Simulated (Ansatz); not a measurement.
The first iterations of a band of CH$_{2}$ClMg (5 atoms, charge -1, multiplicity 1).

These are results of RHF/def2-TZVP in Ansatz, not measurements.

```yaml
movable_images: 5
climbing_image: yes
spring: 5.0 eV/Å²
optimiser: quadratic models (default)
start_path: through a guess of the saddle point
force_threshold: 0.03 eV/Å
iteration_limit: 60
end_points: relaxed
```

Image 0:

```xyz
5
Properties=species:S:1:pos:R:3
C -0.598 0.676 -0.475
Mg 0.564 -0.644 0.455
Cl 2.392 -1.795 1.261
H -1.179 0.371 -1.345
H -1.179 1.393 0.105
```

Image 6:

```xyz
5
Properties=species:S:1:pos:R:3
C -0.849 0.461 -0.324
Mg 0.812 -0.430 0.310
Cl 2.292 -1.882 1.318
H -1.126 0.415 -1.377
H -1.129 1.437 0.073
```

| iteration | highest image above the first end (eV) | largest band force component (eV/Å) |
| --- | --- | --- |
| 1 | 1.352 | 2.482 |
| 2 | 0.263 | 1.786 |
| 3 | 0.129 | 1.063 |

Does the band converge within its limit, and where does its top end?

The run converged. It ended after 10 iterations with the highest image 0.014 eV above the first end. A vibrational analysis at the climbing image gives one clearly imaginary mode, 122i cm⁻¹: a first-order saddle point. Limits of this set-up: an anion without diffuse functions.

Time of the run: 31 s on 2 threads of INTEL(R) XEON(R) PLATINUM 8581C CPU @ 2.10GHz (Emerald Rapids), on a shared host, peak memory 0.21 GiB.
